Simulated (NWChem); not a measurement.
**triplet C5H6: levels of theory compared**

Wanted: a comparison of 4 runs (UHF/STO-3G, UHF/3-21G, UB3LYP/6-31G*) of triplet C5H6. 

Program for the calculation: NWChem 7.3.0.

44 further runs of the same task are left out: 44 set aside as unsound or not needed.

## 1. The structure to begin with

C5H6: 11 atoms, total charge 0, spin state triplet. As SMILES of the parent species, `C#C/C=C/C`. The coordinates come from a PBE0-D4/def2-TZVP relaxation. That shape belongs to the parent species and isn't relaxed for this state.

Bond lengths: C1–C2 1.204 Å, C2–C3 1.417 Å, C3–C4 1.335 Å, C4–C5 1.485 Å, C1–H6 1.064 Å, C3–H7 1.088 Å, C4–H8 1.087 Å, C5–H9 1.091 Å, C5–H10 1.095 Å, C5–H11 1.095 Å. Some angles: C1–C2–C3 178.4°, C2–C3–C4 124.1°, C3–C4–C5 124.4°, C2–C1–H6 179.5°, C2–C3–H7 116.4°, C4–C3–H7 119.5°, C3–C4–H8 118.4°, C5–C4–H8 117.2°, C4–C5–H9 111.7°, C4–C5–H10 110.9°.

## 2. The energy at UHF/STO-3G (run 1)

c5h6.nw

```
start c5h6
memory 2200 mb
charge 0
geometry units angstrom noautosym nocenter noautoz
 C    -1.516600    1.700600    2.003600
 C    -0.739100    1.143700    1.272900
 C     0.204200    0.511000    0.426200
 C    -0.092900   -0.483100   -0.413900
 C     0.889700   -1.151100   -1.304600
 H    -2.210500    2.187700    2.646400
 H     1.227200    0.877200    0.483800
 H    -1.121000   -0.834000   -0.456000
 H     1.889700   -0.729500   -1.189400
 H     0.593600   -1.055200   -2.354300
 H     0.941200   -2.224300   -1.094000
end
basis "ao basis" spherical bse
 C library STO-3G
 H library STO-3G
end
scf
 triplet
 uhf
 thresh 1e-08
 maxiter 80
end
task scf energy
```

On the command line:

```bash
$ nwchem c5h6.nw > c5h6.out
```

The log of the run:

```text
[...]
  functions       =    31
[...]
  wavefunction    = UHF
[...]
         Total SCF energy =   -190.285333565269
      One electron energy =   -531.924436994089
      Two electron energy =    202.893965536649
 Nuclear repulsion energy =    138.745137892171
                       Sz =      1.0000
                 Sz(Sz+1) =      2.0000
                      S^2 =      2.3163
[...]
```

Wall time 3.3 s (1 thread of AMD EPYC 9R45 (Zen 5), shared host); peak memory 0.099 GiB.

## 3. The energy at UHF/3-21G (run 2)

run.py

```python
from ase import Atoms
from ase.calculators.nwchem import NWChem

system = Atoms(['C', 'C', 'C', 'C', 'C', 'H', 'H', 'H', 'H', 'H', 'H'], positions=[
    [-1.516600, 1.700600, 2.003600],
    [-0.739100, 1.143700, 1.272900],
    [0.204200, 0.511000, 0.426200],
    [-0.092900, -0.483100, -0.413900],
    [0.889700, -1.151100, -1.304600],
    [-2.210500, 2.187700, 2.646400],
    [1.227200, 0.877200, 0.483800],
    [-1.121000, -0.834000, -0.456000],
    [1.889700, -0.729500, -1.189400],
    [0.593600, -1.055200, -2.354300],
    [0.941200, -2.224300, -1.094000],
])

calc = NWChem(
    label='geom',
    theory='scf',
    memory='2200 mb',
    basis='3-21G',
    basispar='spherical bse',
    scf={'nopen': '2', 'uhf': None, 'thresh': '1e-08', 'maxiter': '80', 'print': 'low'},
    task='energy',
)
system.calc = calc

print("Total energy (eV):", round(system.get_potential_energy(), 6))
```

On the command line:

```bash
$ export ASE_NWCHEM_COMMAND="nwchem PREFIX.nwi > PREFIX.nwo"
$ python run.py
```

The log of the run:

```text
Total energy (eV): -5212.963412
```

The calculator wrote geom.nwi:

```
title "geom"

permanent_dir geom

scratch_dir geom

start geom

geometry units angstrom nocenter noautosym noautoz
  C  -1.5165999999999999e+00 1.7005999999999999e+00 2.0036000000000000e+00
  C  -7.3909999999999998e-01 1.1436999999999999e+00 1.2728999999999999e+00
  C  2.0419999999999999e-01 5.1100000000000001e-01 4.2620000000000002e-01
  C  -9.2899999999999996e-02 -4.8309999999999997e-01 -4.1389999999999999e-01
  C  8.8970000000000005e-01 -1.1511000000000000e+00 -1.3046000000000000e+00
  H  -2.2105000000000001e+00 2.1877000000000000e+00 2.6463999999999999e+00
  H  1.2272000000000001e+00 8.7719999999999998e-01 4.8380000000000001e-01
  H  -1.1210000000000000e+00 -8.3399999999999996e-01 -4.5600000000000002e-01
  H  1.8896999999999999e+00 -7.2950000000000004e-01 -1.1894000000000000e+00
  H  5.9360000000000002e-01 -1.0551999999999999e+00 -2.3542999999999998e+00
  H  9.4120000000000004e-01 -2.2242999999999999e+00 -1.0940000000000001e+00
end

memory 2200 mb

basis spherical bse noprint
   * library 3-21G
end

scf
  nopen 2
  uhf
  thresh 1e-08
  maxiter 80
  print low
end

task scf energy
```

geom.nwo:

```text
Northwest Computational Chemistry Package (NWChem) 7.3.0
             --------------------------------------------------------

           Job information
           ---------------

    nwchem branch   = 7.3.0
    use scalapack   = T
    input           = geom.nwi
    prefix          = geom.
    data base       = geom/geom.db
    status          = startup
    nproc           =        1

           Memory information
           ------------------

    heap     =     72089600 doubles =      550.0 Mbytes
    stack    =     72089597 doubles =      550.0 Mbytes
    global   =    144179200 doubles =     1100.0 Mbytes (distinct from heap & stack)
    total    =    288358397 doubles =     2200.0 Mbytes
    verify   = yes
    hardfail = no

[... 36 lines left out ...]
            Nuclear Dipole moment (a.u.)
[... 52 lines left out ...]
                                 NWChem SCF Module
                                 -----------------

                                       geom

  ao basis        = "ao basis"
  functions       =    57
  atoms           =    11
  alpha electrons =    19
  beta  electrons =    17
  charge          =   0.00
  wavefunction    = UHF
  input vectors   = atomic
  output vectors  = geom/geom.movecs
  use symmetry    = F
  symmetry adapt  = F

 Forming initial guess at       0.0s

 Starting SCF solution at       0.1s

  ga_iter_lsolve: convergence stagnant ... aborting solve

       Final UHF  results
       ------------------

         Total SCF energy =   -191.572873487585
      One electron energy =   -531.510279793946
      Two electron energy =    201.192268414189
 Nuclear repulsion energy =    138.745137892171

                       Sz =      1.0000
                 Sz(Sz+1) =      2.0000
                      S^2 =      2.1991

        Time for solution =      4.7s

 Task  times  cpu:        4.7s     wall:        4.7s
 Total times  cpu:        4.7s     wall:        4.7s
```

Run time: 5.7 s. Hardware: 1 thread of AMD EPYC 9R45 (Zen 5), shared host; peak memory 0.099 GiB.

Run 3 isn't shown in full; the table further down has it.

## 4. The energy at UB3LYP/6-31G(d) (Cartesian functions) (run 4)

m1.xyz

```xyz
11
C5H6 energy
C     -1.516600     1.700600     2.003600
C     -0.739100     1.143700     1.272900
C      0.204200     0.511000     0.426200
C     -0.092900    -0.483100    -0.413900
C      0.889700    -1.151100    -1.304600
H     -2.210500     2.187700     2.646400
H      1.227200     0.877200     0.483800
H     -1.121000    -0.834000    -0.456000
H      1.889700    -0.729500    -1.189400
H      0.593600    -1.055200    -2.354300
H      0.941200    -2.224300    -1.094000
```

run.py

```python
from ase.io import read
from ase.calculators.nwchem import NWChem

system = read('m1.xyz')

calc = NWChem(
    label='m1',
    theory='dft',
    memory='2200 mb',
    basis='6-31G*',
    dft={'xc': 'b3lyp', 'mult': '3', 'grid': 'xfine', 'convergence': 'energy 1e-08', 'iterations': '100', 'mulliken': None},
    task='energy',
)
system.calc = calc

print("Total energy (eV):", round(system.get_potential_energy(), 6))
```

On the command line:

```bash
$ export ASE_NWCHEM_COMMAND="nwchem PREFIX.nwi > PREFIX.nwo"
$ python run.py
```

The log of the run:

```text
Total energy (eV): -5276.926587
```

The calculator wrote m1.nwi:

```
title "m1"

permanent_dir m1

scratch_dir m1

start m1

geometry units angstrom nocenter noautosym noautoz
  C  -1.5165999999999999e+00 1.7005999999999999e+00 2.0036000000000000e+00
  C  -7.3909999999999998e-01 1.1436999999999999e+00 1.2728999999999999e+00
  C  2.0419999999999999e-01 5.1100000000000001e-01 4.2620000000000002e-01
  C  -9.2899999999999996e-02 -4.8309999999999997e-01 -4.1389999999999999e-01
  C  8.8970000000000005e-01 -1.1511000000000000e+00 -1.3046000000000000e+00
  H  -2.2105000000000001e+00 2.1877000000000000e+00 2.6463999999999999e+00
  H  1.2272000000000001e+00 8.7719999999999998e-01 4.8380000000000001e-01
  H  -1.1210000000000000e+00 -8.3399999999999996e-01 -4.5600000000000002e-01
  H  1.8896999999999999e+00 -7.2950000000000004e-01 -1.1894000000000000e+00
  H  5.9360000000000002e-01 -1.0551999999999999e+00 -2.3542999999999998e+00
  H  9.4120000000000004e-01 -2.2242999999999999e+00 -1.0940000000000001e+00
end

memory 2200 mb

basis noprint
   * library 6-31G*
end

dft
  xc b3lyp
  mult 3
  grid xfine
  convergence energy 1e-08
  iterations 100
  mulliken
end

task dft energy
```

m1.nwo:

```text
Northwest Computational Chemistry Package (NWChem) 7.3.0
             --------------------------------------------------------

           Job information
           ---------------

    nwchem branch   = 7.3.0
    use scalapack   = T
    input           = m1.nwi
    prefix          = m1.
    data base       = m1/m1.db
    status          = startup
    nproc           =        1

           Memory information
           ------------------

    heap     =     72089600 doubles =      550.0 Mbytes
    stack    =     72089597 doubles =      550.0 Mbytes
    global   =    144179200 doubles =     1100.0 Mbytes (distinct from heap & stack)
    total    =    288358397 doubles =     2200.0 Mbytes
    verify   = yes
    hardfail = no

[... 105 lines left out ...]
  convergence criterion.
[... 17 lines left out ...]
          Convergence on gradient requested:  5.00D-04
[... 25 lines left out ...]
          Convergence aids based upon iterative change in
[... 28 lines left out ...]
 1-e energy   =    -529.684067
[... 62 lines left out ...]
         Total DFT energy =     -193.923476814902
[... 2 lines left out ...]
    Exchange-Corr. energy =      -29.334272450858
[... 621 lines left out ...]
                     DFT Final Beta Molecular Orbital Analysis
[... 704 lines left out ...]
 center of mass
 --------------
 x =  -0.39272263 y =   0.53965360 z =   0.62464081

 moments of inertia (a.u.)
 ------------------
         644.844774982704         195.156902650507         232.592795643295
         195.156902650507         552.597017984171        -312.943764775899
         232.592795643295        -312.943764775899         477.651260262951

     Multipole analysis of the density
     ---------------------------------

     L   x y z        total         alpha         beta         nuclear
     -   - - -        -----         -----         ----         -------
     0   0 0 0     -0.000000    -19.000000    -17.000000     36.000000

     1   1 0 0      0.028022      6.627112      5.132329    -11.731419
[... 8 lines of this table left out ...]
     2   0 0 2    -21.503615   -127.501934   -114.470040    220.468359

 Task  times  cpu:       45.4s     wall:       45.4s
 Total times  cpu:       45.4s     wall:       45.4s
```

Run time: 46 s. Hardware: 1 thread of AMD EPYC 9R45 (Zen 5), shared host; peak memory 0.15 GiB.

## 5. All runs side by side

```csv
run,level,iteration cap,module,energy (Eh),dipole moment (D),HOMO energy (eV),⟨S²⟩,wall time
1,UHF/STO-3G,80,scf,-190.285334,0.22,-5.05,2.316,3.3 s
2,UHF/3-21G,80,scf,-191.572873,–,–,2.199,5.7 s
3,UB3LYP/6-31G* (spherical functions),100,dft,-193.919303,0.25,-2.75,2.013,44 s
4,UB3LYP/6-31G* (Cartesian functions),100,dft,-193.923477,0.25,-2.75,2.013,46 s
```

## 6. Summary of results

```
                                 quantity          value
                      run 4: total energy  -193.92348 Eh
                     run 4: dipole moment         0.25 D
run 4: HOMO energy (highest over α and β)       -2.75 eV
                              run 4: ⟨S²⟩          2.013
```

What this shows: Over runs 1, 3, 4 the dipole moment (its size) runs from 0.22 D (UHF/STO-3G) to 0.25 D (UB3LYP/6-31G*). The two ends differ in method and basis. In run 1 the basis is minimal, so the values are rough. Spin contamination of the reference: run 1 ⟨S²⟩ = 2.32, run 2 ⟨S²⟩ = 2.20. All runs together took 99 s, the longest 46 s.
